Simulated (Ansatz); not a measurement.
Geometry optimisation, UKS PBE0/def2-SVP in Ansatz 0.2.0.

input.yaml

```yaml
crystal:
  periodic: [false, false, false]
  atoms:
    - { symbol: B, position_ang: [0.0, 0.0, 0.0] }
    - { symbol: H, position_ang: [0.0, 0.0, 1.44] }
    - { symbol: H, position_ang: [1.0305, 0.0, -0.595] }
    - { symbol: H, position_ang: [-1.0305, 0.0, -0.595] }
    - { symbol: Si, position_ang: [0.0, 0.0, 3.2] }
    - { symbol: H, position_ang: [-0.7436, -1.1581, 3.6874] }
    - { symbol: H, position_ang: [1.3747, -0.0649, 3.6874] }
    - { symbol: H, position_ang: [-0.6311, 1.223, 3.6874] }
magnetization:
  spin_polarized: true
  initial_magnetization: 1
basis:
  gaussian: { orbitals: def2-SVP }
hamiltonian:
  xc: pbe0
relax:
  f_tol: 0.15
  max_steps: 25
  restrain:
    - { distance: [1, 4], at: 1.46, k: 30.0 }
    - { distance: [0, 1], at: 2.39, k: 30.0 }
output:
  orbitals: {}
```

Run as:

```bash
$ ansatz run input.yaml --threads 1 --pin off --max-ram 2048MiB --backend cpu --events-out ev --progress --plain --runs-dir out
```

Task: Where does it end, and by what steps?

Result: It converged. The restraints hold the end off the free minimum; the threshold counts their pulls, which the force column leaves out. Restrained pairs: H2–Si5 (1.76 → 1.47 Å), B1–H2 (1.44 → 2.38 Å). After 9 steps the energy has fallen by 0.143 eV (the restraints' own energy left out); B1 moved furthest, 0.65 Å.

| step | energy less start (eV) | largest force component (eV/Å) | accepted |
| --- | --- | --- | --- |
| 0 | 0.0000 | 1.432 | yes |
| 1 | 0.2441 | 1.277 | yes |
| 2 | 0.3844 | 2.096 | yes |
| 3 | 0.1321 | 0.641 | yes |
| 4 | -0.0380 | 0.480 | yes |
| 5 | 0.0163 | 1.290 | no |
| 6 | -0.0929 | 0.562 | yes |
| 7 | -0.1278 | 0.566 | yes |
| 8 | -0.1324 | 0.545 | yes |
| 9 | -0.1433 | 0.582 | yes |

```xyz
8
Properties=species:S:1:pos:R:3
B 0.003 -0.365 -0.541
H -0.001 0.054 1.806
H 1.085 0.150 -0.662
H -1.086 0.135 -0.660
Si 0.000 0.014 3.280
H -0.766 -1.180 3.737
H 1.409 -0.066 3.761
H -0.643 1.259 3.792
```

Run time: 27 s on 1 thread of AMD EPYC 7R43 64-Core Processor (Zen 3), with other jobs on the host, peak memory 0.15 GiB.
